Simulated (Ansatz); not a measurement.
**CH5AlS: a relaxed scan of the dihedral angle C1–Al2–S3–H8**

Aim: the energy along the dihedral angle C1–Al2–S3–H8, from CCSD(T) and from cheaper methods, relative to the minimum. At each value the rest of the molecule is relaxed at PBE0-D4 with the four atoms held in place.

Method: single points in def2-TZVPP; program: Ansatz 0.2.0, Gaussian basis.

Levels: PBE-D4, r2SCAN-D4, PBE0-D4, B3LYP-D4, wB97M-V, Hartree-Fock, MP2, CCSD, CCSD(T). The scan takes -156.6, -126.6, -96.6, -66.6, -36.6, -6.6, 23.4, 53.4, 83.4, 113.4, 143.4, 173.4°.

Correlated methods freeze the cores. B3LYP uses VWN-RPA correlation.

37 further runs of the same task are left out: 37 set aside as unsound or not needed.

## 1. The system as given

The minimum, relaxed at PBE0-D4: SMILES `[CH3][AlH][SH]`, 8 atoms, charge 0, spin multiplicity 1.

Atoms are counted from 1 here; the program's logs count them from 0.

Bond lengths: C1–Al2 1.943 Å, C1–H4 1.095 Å, C1–H5 1.092 Å, C1–H6 1.095 Å, Al2–S3 2.188 Å, Al2–H7 1.585 Å, S3–H8 1.344 Å. Angles: Al2–C1–H4 110.7°, Al2–C1–H5 112.5°, Al2–C1–H6 110.8°, H4–C1–H5 107.9°, H4–C1–H6 106.6°, H5–C1–H6 108.0°, C1–Al2–S3 118.2°, C1–Al2–H7 124.4°, S3–Al2–H7 117.4°, Al2–S3–H8 93.8°.

Geometry (Å):

```xyz
8
CH5AlS
C    -0.7290    1.0667   -0.4179
Al    0.5715   -0.3266   -0.0379
S    -0.0037   -1.9332    1.3319
H    -0.3428    2.0483   -0.1243
H    -1.6763    0.9086    0.1024
H    -0.9380    1.1213   -1.4912
H     2.0302   -0.3812   -0.6543
H     1.1803   -2.5609    1.2355
```

Energies of the minimum (eV), from earlier single points: PBE-D4 -18543.13790, r2SCAN-D4 -18551.00214, PBE0-D4 -18544.94140, B3LYP-D4 -18554.69939, wB97M-V -18551.23641, CCSD(T) -18525.94086.

At the minimum the dihedral angle C1–Al2–S3–H8 is -180.0°.

## 2. C1–Al2–S3–H8 = -156.6°

Input file relax/in.yaml:

```yaml
crystal:
  periodic: [false, false, false]
  atoms:
    - {symbol: C, position_ang: [-0.729037, 1.066682, -0.417875]}
    - {symbol: Al, position_ang: [0.571500, -0.326575, -0.037903]}
    - {symbol: S, position_ang: [-0.003731, -1.933243, 1.331902]}
    - {symbol: H, position_ang: [-0.342770, 2.048268, -0.124316]}
    - {symbol: H, position_ang: [-1.676349, 0.908561, 0.102414]}
    - {symbol: H, position_ang: [-0.938042, 1.121302, -1.491202]}
    - {symbol: H, position_ang: [2.030232, -0.381199, -0.654312]}
    - {symbol: H, position_ang: [1.265165, -2.230869, 1.658226]}
basis:
  gaussian: {orbitals: def2-TZVP}
hamiltonian: {xc: pbe0, dispersion: d4}
relax: {f_tol: 0.005, max_steps: 200, constraints: [{sites: [0, 1, 2, 7]}]}
```

No record of the launch command was kept for these runs.

After this run come: C1–Al2–S3–H8 = -126.6°; C1–Al2–S3–H8 = -96.6°; C1–Al2–S3–H8 = -66.6°; C1–Al2–S3–H8 = -36.6°; C1–Al2–S3–H8 = -6.6°; C1–Al2–S3–H8 = 23.4°; C1–Al2–S3–H8 = 53.4°; C1–Al2–S3–H8 = 83.4°; C1–Al2–S3–H8 = 113.4°; C1–Al2–S3–H8 = 143.4°; C1–Al2–S3–H8 = 173.4°.

Q: Predict the outcome of this session. Wanted: highest point, CCSD(T); lowest point, CCSD(T); RMS deviation from CCSD(T); largest T1 diagnostic.

**Answer**, as computed:

| quantity | value |
| --- | --- |
| highest point, CCSD(T) | 0.300 eV at -96.6° |
| lowest point, CCSD(T) | 0.000 eV at -180.0° |
| RMS deviation from CCSD(T) | PBE-D4 0.004, r2SCAN-D4 0.006, PBE0-D4 0.001, B3LYP-D4 0.002, wB97M-V 0.004, Hartree-Fock 0.004, MP2 0.002, CCSD 0.002 eV |
| largest T1 diagnostic | 0.010 |

Over the points sampled the torsion costs at most 0.300 eV, a hindered rotation that is fast at room temperature. PBE0-D4 follows the CCSD(T) curve best and r2SCAN-D4 worst.
